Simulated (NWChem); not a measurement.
Total energies of CH (+1)

```xyz
2

C      0.0000     0.0000     0.1639
H      0.0000     0.0000    -0.9833
```
Charge +1, spin multiplicity 1.

All runs are NWChem calculations. The geometry was optimised at PBE0/def2-SVP, a minimum by its harmonic frequencies.

Basis set: STO-3G (6 functions).

```tsv
method	total energy (Ha)
RHF	-37.45541
MP2	-37.48767
B2PLYP	-37.58631
PBE	-37.56511
B3LYP	-37.63012
LC-wPBE (omega 0.3 per bohr)	-37.57911
CCSD(T)	-37.51533
```

Total energies of different functionals aren't comparable as a measure of quality: only differences taken within one method are. 

The correlated methods keep 1 core orbital frozen. B3LYP has NWChem's definition, with VWN1-RPA local correlation. The structure started from a generated list of species. No row is a measurement; the coupled-cluster row has its own basis-set and correlation limits.
